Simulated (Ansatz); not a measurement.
A made-up structure of AlBNH5, closed shell:

B1  (-0.462, 0.102, 0.387)
N2  (-0.720, 1.021, -0.642)
Al3  (0.937, -1.034, 0.411)
H4  (-1.529, 1.640, -0.600)
H5  (-0.079, 1.058, -1.435)
H6  (-1.215, 0.099, 1.256)
H7  (1.952, -0.995, -0.795)
H8  (1.056, -2.007, 1.655)
(Å)

It is relaxed with PBE-D4/def2-SVP and then PBE0-D4/def2-TZVP (Ansatz 0.2.0). Atoms count as bonded within 1.22 times the sum of their covalent radii (H–H: 0.88 Å). The end point is not checked to be a true minimum.

Task: Does its bonding change? (A judgement: the text doesn't fix the answer.)

Result: Computed: No: no bond forms or breaks.

Where it ends: The first stage lowers the energy by 1.09 eV in 8 steps. It ends as AlBNH₅ ([NH2][BH][AlH2]):
B1  (-0.623, 0.197, 0.434)
N2  (-0.774, 1.064, -0.641)
Al3  (1.043, -1.149, 0.453)
H4  (-1.532, 1.725, -0.720)
H5  (-0.140, 1.100, -1.423)
H6  (-1.463, 0.274, 1.291)
H7  (2.083, -1.122, -0.766)
H8  (1.344, -2.205, 1.610)
(Å)

Labels in which every atom is bracketed show which atoms are joined, not bond orders.

For scale, one of the runs: PBE0-D4/def2-TZVP relaxation, 129 basis functions, launched by `ansatz run in.yaml --threads 2 --pin off --events-out ev --progress --plain --max-ram 4352MiB`. The run took about 24 s on 2 CPU threads of an AMD EPYC 7R43 (shared host).
